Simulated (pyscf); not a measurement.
HN=Si: [singlet] + ammonia (NH₃) -> HN=Si=NH + hydrogen (H₂), a concerted two-bond exchange (singlet surface; H–N, H–N broken, N–Si, H–H formed). Optimised with ωB97X-D3(BJ)/def2-SVP in PySCF. Energies in kcal/mol from the separated reactants.

AM1 to PM7: differences of heats of formation from MOPAC, which are fitted to 298 K values and so differ in kind from electronic energies by zero-point and thermal terms. 

Problem. Quick AM1 single points give ΔE‡ = 72.6 kcal/mol and ΔE = +4.1 kcal/mol. What does ωB97M-D3(BJ)/def2-TZVP give, and how far is the quick result from it?

Solution. ωB97M-D3(BJ)/def2-TZVP gives ΔE‡ = 92.4 kcal/mol and ΔE = +44.3 kcal/mol. AM1 lies 19.8 kcal/mol under it in the barrier and 40.3 kcal/mol under it in the reaction energy, so on this step it does not hold to within 3.0 kcal/mol. ωB97M-D3(BJ)/def2-TZVP has limits of its own. On the reactant side the descent ends in an adduct with a N–Si contact, 5.8 kcal/mol under the separated species and 98.2 kcal/mol under the saddle at ωB97X-D3(BJ)/def2-TZVP. What is counted as formed (N–Si) is already present as a longer contact in the reactant adduct; forming that adduct is a step of its own. The same reactants have a lower exit, to H₂N–Si:–NH₂ [singlet] (barrier +6.6 kcal/mol at ωB97M-D3(BJ)/def2-TZVP, against +92.4 kcal/mol here). This is the saddle that the search found; another between the same sides may lie lower. One closed-shell reference is unstable to symmetry breaking; treat the single-reference values with care.
